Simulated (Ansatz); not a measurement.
Structural energy differences of osmium

All numbers below come from DFT, r2SCAN, plane waves (500 eV) with PAW, scalar-relativistic (Ansatz 0.2.0). (PAW data from PBE, frozen cores regenerated.)

Each structure is relaxed within its own symmetry, so a high-lying one may be dynamically unstable.

```json
{"structure": "hcp", "ΔE (meV/atom)": "0", "V (Å³/atom)": "14.02", "cell": "a = 2.739 Å, c = 4.314 Å (c/a = 1.575)", "magnetic state": "spin not included"}
{"structure": "dhcp", "ΔE (meV/atom)": "115", "V (Å³/atom)": "14.07", "cell": "a = 2.726 Å, c = 8.748 Å (c/a = 3.209)", "magnetic state": "spin not included"}
{"structure": "fcc", "ΔE (meV/atom)": "154", "V (Å³/atom)": "14.08", "cell": "a = 3.833 Å", "magnetic state": "spin not included"}
{"structure": "omega (AlB2-type)", "ΔE (meV/atom)": "376", "V (Å³/atom)": "14.41", "cell": "a = 4.296 Å, c = 2.704 Å (c/a = 0.630)", "magnetic state": "spin not included"}
{"structure": "A15", "ΔE (meV/atom)": "651", "V (Å³/atom)": "14.52", "cell": "a = 4.879 Å", "magnetic state": "spin not included"}
{"structure": "bcc", "ΔE (meV/atom)": "933", "V (Å³/atom)": "14.49", "cell": "a = 3.071 Å", "magnetic state": "spin not included"}
{"structure": "diamond", "ΔE (meV/atom)": "1285", "V (Å³/atom)": "21.01", "cell": "a = 5.518 Å", "magnetic state": "spin not included"}
{"structure": "simple cubic", "ΔE (meV/atom)": "1618", "V (Å³/atom)": "16.38", "cell": "a = 2.539 Å", "magnetic state": "spin not included"}
```

ΔE counts from hcp.

Differences under about 8 meV lie within the error of the k-point mesh.
